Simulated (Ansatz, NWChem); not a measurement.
A ladder of methods for SiF2 (SMILES F[Si]F)

SiF2 has 3 atoms, charge 0, and is taken as a singlet. SMILES: `F[Si]F`. Geometry: relaxed at GFN2-xTB.

```xyz
3

Si    0.0042   -0.0077   -0.7448
F     1.1659   -0.0173    0.3806
F    -1.1702    0.0250    0.3642
```

Quantity: the energy change with the Si1–F2 bond stretched from 1.617 to 2.426 Å, in eV. The values are calculated.

```
                                        level           kind  program  value (eV)  CPU time (all runs)
                       HF/STO-3G (restricted)   Hartree–Fock   Ansatz        5.11                0.2 s
                    SVWN5/STO-3G (restricted)            LDA   Ansatz        3.69                1.8 s
                     BLYP/STO-3G (restricted)            GGA   Ansatz        3.26                3.1 s
                      PBE/STO-3G (restricted)            GGA   Ansatz        3.34                2.7 s
                   revPBE/STO-3G (restricted)            GGA   Ansatz        3.21                2.7 s
                   r2SCAN/STO-3G (restricted)       meta-GGA   Ansatz        3.63                6.9 s
GBHLYP/x2c-SVPall-2c (ZORA-SO) (unrestricted)  global hybrid   NWChem        3.33                 16 s
                    B3LYP/STO-3G (restricted)  global hybrid   Ansatz        3.82                  2 s
                    BHLYP/STO-3G (restricted)  global hybrid   Ansatz        4.44                1.7 s
                     PBE0/STO-3G (restricted)  global hybrid   Ansatz        3.98                1.7 s
```

A spin-restricted reference rises too steeply as a bond breaks; here HF/STO-3G, B3LYP/STO-3G, BHLYP/STO-3G, PBE0/STO-3G lie well above the multireference or unrestricted value. The first shape isn't each level's own minimum. The values span 3.21 to 5.11 eV. Times are those of the runs behind each value, whatever else they computed, on shared processors of several kinds: orders of magnitude only.
